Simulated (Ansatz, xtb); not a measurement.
# Ranking isomers of C2H7Si

5 gas-phase structures of C2H7Si, found in a search over its isomers (lower ones may exist). Each was relaxed with GFN2-xTB:

A. `[CH2][SiH2]C`, a doublet
B. `CC[SiH2]`, a doublet
C. `C[SiH]C`, a doublet
D. `[CH2]C[SiH3]`, a doublet
E. `C[CH][SiH3]`, a doublet

Q: Which do you expect lowest at r2SCAN-D4/def2-SVP, and how would the others follow?

A: Calculated order at r2SCAN-D4/def2-SVP: C (0.0), B (11.1), A (11.4), E (17.2), D (20.6) kcal/mol. Less than 1 kcal/mol parts B and A, so the order within that pair means little.

Energies above the lowest of each column, in kcal/mol; the last columns are at PBE0-D3(BJ)/def2-SVP geometries and were run for some of them only (a dash: not run or not comparable):

| structure | GFN2-xTB | HF/STO-3G | r2SCAN-D4/def2-SVP | PBE0-D3(BJ)/def2-SVP | CCSD(T)/def2-SVP + ΔMP2/def2-TZVPP |
| --- | --- | --- | --- | --- | --- |
| C | 3.3 | 0.0 | 0.0 | 0.0 | 0.0 |
| B | 0.0 | 12.6 | 11.1 | 10.0 | 11.1 |
| A | 17.4 | 2.2 | 11.4 | 12.9 | 10.4 |
| E | 6.7 | 10.4 | 17.2 | 18.4 | – |
| D | 11.7 | 16.0 | 20.6 | – | – |

CCSD(T)/def2-SVP + ΔMP2/def2-TZVPP puts C lowest of those it was run on; GFN2-xTB picks B. CCSD(T)/def2-SVP + ΔMP2/def2-TZVPP orders those it was run on as C (0.0), A (10.4), B (11.1) kcal/mol. Less than 1 kcal/mol parts A and B, so the order within that pair means little. Flexible structures stand in one conformer each, not always the lowest. Frequencies (PBE0-D3(BJ)/def2-SVP) were run for A, B, C alone. The ΔMP2 step shifts differences by up to 3.7 kcal/mol, which makes them less sure. Open shells are spin-unrestricted. ΔMP2 is the change of the MP2 energy from the smaller to the larger basis.

Over these structures GFN2-xTB departs from r2SCAN-D4/def2-SVP by 7.1 kcal/mol on average once a common shift is removed. A GFN2-xTB relaxation took about 0.26 s and the r2SCAN-D4/def2-SVP energy about 3.6 s on a shared host (Ansatz 0.2.0, xtb 6.7.1).
